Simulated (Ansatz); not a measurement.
Zinc-blende MgS (metastable phase) was calculated with G0W0@HSE06 (Ansatz, a quantum-chemistry and plane-wave program, hard PAW, contour deformation).

The cell has the measured lattice parameters. Conventional cell: a = 5.6220 Å, b = 5.6220 Å, c = 5.6220 Å, α = 90.00°, β = 90.00°, γ = 90.00°.

The quasiparticle gap at Γ at a fixed k mesh 2×2×2:

```csv
response cutoff,value (eV)
"150 eV, 340 empty bands",5.460
"200 eV, 524 empty bands",5.499
"250 eV, 733 empty bands",5.521
"300 eV, 963 empty bands",5.537
```

**Question.** Taking the value to converge with the response cutoff E as E^(−3/2), extrapolate from the last two rows.

**Answer.** With y = y∞ + c/w and weights w = 3953 and 5196 for the last two rows, y∞ = (w2 y2 − w1 y1)/(w2 − w1) = (5196 × 5.537 − 3953 × 5.521)/1243 = 5.588 eV, which lies 0.051 beyond the last row. Successive pairs of rows give 5.571, 5.576, 5.588. The limit also hangs on the law assumed, so its last digits aren't firm.

The other settings are not extrapolated, so this is the limit in one setting alone.

Note: GW on a hybrid start was not checked against another program.
